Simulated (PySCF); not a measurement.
Bond stretch in SMILES C=C=O (C2H2O), singlet. The C1–C4 bond (C1 also carries H, H; C4 carries O) is varied alone, starting from the PBE0/def2-TZVP optimised geometry.

Calculation: CCSD(T) on UHF/cc-pVDZ, 3 core orbitals frozen (PySCF).

Q: Relative to R = 1.35 Å, what are the energies at R = 1.04, 1.12, 1.40, 1.77 Å?

A: 464.2 kJ/mol at 1.04 Å, 206.8 kJ/mol at 1.12 Å, 10.0 kJ/mol at 1.40 Å, 248.9 kJ/mol at 1.77 Å.

The unrestricted determinant behind UCCSD(T) is spin-contaminated at 1.97 to 4.59 Å (<S²> up to 1.0, against 0.00 for a pure singlet).
